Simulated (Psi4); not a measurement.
# SiH2ClO (SMILES O[SiH]Cl): UB2PLYP/def2-TZVP

Aim: the energy change on altering one bond length of SiH2ClO at UB2PLYP/def2-TZVP, from 2 runs. 

Program for the calculation: Psi4 1.11.

3 further runs of the same task are left out: 1 that didn't finish, 2 set aside as unsound or not needed.

## (1) Starting point

SiH2ClO has 5 atoms, charge 0, and is taken as a doublet. SMILES: `O[SiH]Cl`. The shape is that of a PBE0-D4/def2-TZVP optimisation. This is one conformer, not always the lowest.

Bond lengths: O1–Si2 1.639 Å, Si2–Cl3 2.065 Å, O1–H4 0.959 Å, Si2–H5 1.488 Å. Angles: O1–Si2–Cl3 111.1°, O1–Si2–H5 105.3°, Cl3–Si2–H5 108.3°, Si2–O1–H4 118.3°.

## (2) The energy at UB2PLYP/def2-TZVP

The input, job.inp:

```
memory 1600 mb

molecule {
  0 2
  O     -0.806100    -0.432000    -0.746500
  Si    -0.092300     0.479800     0.414000
  Cl     1.606600    -0.440800     1.143600
  H     -1.024100    -1.343200    -0.540000
  H      0.316000     1.736300    -0.271100
  symmetry c1
  no_reorient
  no_com
}

set globals {
  basis                def2-TZVP
  reference            uks
  puream               true
  e_convergence        1e-09
  d_convergence        1e-08
  scf_type             pk
  dft_radial_points    99
  dft_spherical_points 590
  num_frozen_docc      11
  maxiter              200
}

e = energy("b2plyp")
print_variables()
```

Started as:

```sh
$ psi4 -n 1 job.inp job.out
```

job.out:

```text
[...]
  Running in c1 symmetry.
[...]
  Nuclear repulsion =  141.009384922701543
[...]
  Multiplicity = 2
[...]
  Nalpha       = 21
  Nbeta        = 20
[...]
    Number of basis functions: 117
[...]
   @UKS iter   1:  -825.61285734418982   -3.59103e-01   5.51856e-03 ADIIS/DIIS
[...]
   @UKS iter  13:  -825.75209869800801   -3.75167e-12   4.97429e-09 DIIS
[...]
   @S^2 Observed:                7.534629981E-01
[...]
    Orbital Energies [Eh]
    ---------------------
    Alpha Occupied:
       1A   -102.905508     2A    -67.289361     3A    -19.753160
       4A     -9.912505     5A     -7.551018     6A     -7.547410
       7A     -7.546949     8A     -5.682886     9A     -3.940205
      10A     -3.936145    11A     -3.934205    12A     -1.174467
      13A     -0.945488    14A     -0.664620    15A     -0.549336
      16A     -0.489748    17A     -0.468042    18A     -0.438598
      19A     -0.400316    20A     -0.391195    21A     -0.270977
    Alpha Virtual:
      22A      0.043808    23A      0.066965    24A      0.107394
      25A      0.118190    26A      0.196460    27A      0.209164
[...]
  @UKS Final Energy:  -825.75209869800801
   => Energetics <=
    Nuclear Repulsion Energy =            141.0093849227015426
    One-Electron Energy =               -1422.3842916484973102
    Two-Electron Energy =                 483.5742659110864565
    DFT Exchange-Correlation Energy =     -27.9514578832985201
    Empirical Dispersion Energy =           0.0000000000000000
    VV10 Nonlocal Energy =                  0.0000000000000000
    Total Energy =                       -825.7520986980078987
[...]
 Multipole Moments:
 ------------------------------------------------------------------------------------
     Multipole            Electronic (a.u.)      Nuclear  (a.u.)        Total (a.u.)
 ------------------------------------------------------------------------------------
 L = 1.  Multiply by 2.5417464519 to convert [e a0] to [Debye]
 Dipole X            :        -36.1090830           35.6460929           -0.4629901
 Dipole Y            :          7.0162728           -7.2552255           -0.2389527
 Dipole Z            :        -34.7820269           34.8731949            0.0911680
 Magnitude           :                                                    0.5289327
[...]
```

Wall time 30 s (1 thread of Intel Xeon Platinum 8488C (Sapphire Rapids), shared host); peak memory 0.69 GiB.

## (3) The distorted shape, same level

The input, run_ase.py:

```python
import numpy as np
from ase.calculators.psi4 import Psi4
from ase import Atoms

mol = Atoms(['O', 'Si', 'Cl', 'H', 'H'], positions=[
    [-1.655571, 0.028311, -1.111309],
    [-0.941771, 0.940111, 0.049191],
    [1.606600, -0.440800, 1.143600],
    [-1.873571, -0.882889, -0.904809],
    [-0.533471, 2.196611, -0.635909],
])
calc = Psi4(atoms=mol, method='b2plyp', basis='def2-TZVP', memory='1600MB', num_threads=1, charge=0, multiplicity=2, label='psi4-calc', reference='uks')
calc.psi4.set_options({'puream': True, 'e_convergence': 1e-09, 'd_convergence': 1e-08, 'scf_type': 'pk', 'dft_radial_points': 99, 'dft_spherical_points': 590, 'num_frozen_docc': 11, 'maxiter': 200})
mol.calc = calc

print(f'energy: {mol.get_potential_energy():.6f} eV')
```

Started as:

```sh
$ python run_ase.py
```

psi4-calc.dat:

```text
[...]
  Running in c1 symmetry.
[...]
  Nuclear repulsion =  113.915257946191787
[...]
  Multiplicity = 2
[...]
  Nalpha       = 21
  Nbeta        = 20
[...]
    Number of basis functions: 117
[...]
   @UKS iter   1:  -825.47425123188827   -6.56407e-01   5.82790e-03 ADIIS/DIIS
[...]
   @UKS iter  19:  -825.66626470188055   -6.48015e-12   5.33174e-09 DIIS
[...]
   @S^2 Observed:                8.216034202E-01
[...]
    Orbital Energies [Eh]
    ---------------------
    Alpha Occupied:
       1A   -102.862703     2A    -67.336751     3A    -19.796372
       4A     -9.864720     5A     -7.510217     6A     -7.497992
       7A     -7.497936     8A     -5.728401     9A     -3.984211
      10A     -3.980271    11A     -3.978833    12A     -1.211420
      13A     -0.865479    14A     -0.701033    15A     -0.560259
      16A     -0.521222    17A     -0.487375    18A     -0.384076
      19A     -0.335411    20A     -0.334482    21A     -0.325845
    Alpha Virtual:
      22A     -0.052721    23A      0.012912    24A      0.083872
      25A      0.091224    26A      0.163879    27A      0.197908
[...]
  @UKS Final Energy:  -825.66626470188055
   => Energetics <=
    Nuclear Repulsion Energy =            113.9152579461917867
    One-Electron Energy =               -1368.2653438597606055
    Two-Electron Energy =                 456.5715221530888925
    DFT Exchange-Correlation Energy =     -27.8877009414006061
    Empirical Dispersion Energy =           0.0000000000000000
    VV10 Nonlocal Energy =                  0.0000000000000000
    Total Energy =                       -825.6662647018805501
[...]
 Multipole Moments:
 ------------------------------------------------------------------------------------
     Multipole            Electronic (a.u.)      Nuclear  (a.u.)        Total (a.u.)
 ------------------------------------------------------------------------------------
 L = 1.  Multiply by 2.5417464519 to convert [e a0] to [Debye]
 Dipole X            :          1.8971282           -3.7670356           -1.8699075
 Dipole Y            :         -0.9913468            1.5014716            0.5101248
 Dipole Z            :          2.1821954           -2.7639794           -0.5817840
 Magnitude           :                                                    2.0236733
[...]
```

On the terminal:

```text
Memory set to   1.490 GiB by Python driver.
  Threads set to 1 by Python driver.

  Memory set to   1.490 GiB by Python driver.
  Threads set to 1 by Python driver.
energy: -22472.161899 eV
```

Wall time 33 s (1 thread of Intel Xeon Platinum 8488C (Sapphire Rapids), shared host); peak memory 0.71 GiB.

## (4) Summary of results

At UB2PLYP/def2-TZVP, 11 core orbitals frozen:

```
                                                                 quantity          value
                                                first shape: total energy  -825.92243 Eh
    first shape: HOMO energy (SCF part's orbitals) (highest over α and β)       -7.37 eV
     first shape: LUMO energy (SCF part's orbitals) (lowest over α and β)       -1.23 eV
                                                        first shape: ⟨S²⟩          0.753
                                            distorted shape: total energy  -825.83672 Eh
distorted shape: HOMO energy (SCF part's orbitals) (highest over α and β)       -8.47 eV
 distorted shape: LUMO energy (SCF part's orbitals) (lowest over α and β)       -3.38 eV
                                                    distorted shape: ⟨S²⟩          0.822
      energy change with the Si2–Cl3 bond stretched from 2.065 to 3.098 Å       2.332 eV
```

What this shows: With the Si2–Cl3 bond stretched from 2.065 to 3.098 Å the energy rises by 2.33 eV (225 kJ/mol). The first shape isn't relaxed at this level, so the change isn't measured from a minimum.
